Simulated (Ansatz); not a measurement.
Results of r²SCAN50 (Ansatz, an electronic-structure program, plane waves, PAW) for fcc Pb.

Numerical settings: plane-wave cutoff 520 eV, 12×12×12 k mesh, Fermi–Dirac smearing 0.05 eV, scalar-relativistic PAW data made under PBE.

Computed at the level's own relaxed cell.

Problem. Estimate the volume per atom and lattice parameter a that the calculation returns.

Solution. 
- volume per atom: 30.45 Å³/atom
- lattice parameter a: 4.957 Å

Measured, for comparison: equilibrium volume per atom 29.45 Å³/atom (low-temperature or extrapolated to 0 K; zero-point anharmonic expansion removed; as tabulated in Csonka et al. (2009), arXiv:0903.4037); lattice constant a 4.902 Å (low-temperature or extrapolated to 0 K; zero-point anharmonic expansion removed, our sources range from 4.902 to 4.912; as tabulated in Csonka et al. (2009), arXiv:0903.4037). Computed (rounded) less measured: equilibrium volume per atom +3.4 %, lattice constant a +1.1 % (+0.9 % to +1.1 % over the range).

Spin–orbit coupling is not included; it can shift volumes and moduli of such heavy elements.

The computed numbers hold no vibrational or temperature effects.

The result took around 40 core-minutes (rough).
